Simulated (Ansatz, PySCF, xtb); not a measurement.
Stepwise substitution at one centre (Si Br-H). Isolated molecules, 0 K electronic values unless said otherwise. Strings in code marks are SMILES.

Quantity: redistribution energy (mixed species minus the weighted end members), in kcal/mol.

Level 1: r2SCAN-D4/def2-TZVP (PySCF)
Level 2: PBE/6-31G* // r2SCAN-D4/def2-TZVP (PySCF)
Level 3: HF/cc-pVTZ // r2SCAN-D4/def2-TZVP (Ansatz, a program for electronic structure)
Level 4: GFN2-xTB (xtb)

| species | level 1 | level 2 | level 3 | level 4 |
|---|---|---|---|---|
| 2 of 4 Br replaced by H: `Br[SiH2]Br` | -0.83 | -1.07 | -3.90 | ___ |
| 1 of 4 Br replaced by H: `Br[SiH](Br)Br` | -1.29 | -1.46 | -3.25 | -9.11 |
| 3 of 4 Br replaced by H: `[SiH3]Br` | ___ | -0.07 | -2.57 | ___ |

Problem. What belongs in the gaps?

Solution. 
- 2 of 4 Br replaced by H: `Br[SiH2]Br`, level 4: -12.8
- 3 of 4 Br replaced by H: `[SiH3]Br`, level 1: 0.06
- 3 of 4 Br replaced by H: `[SiH3]Br`, level 4: -10.5
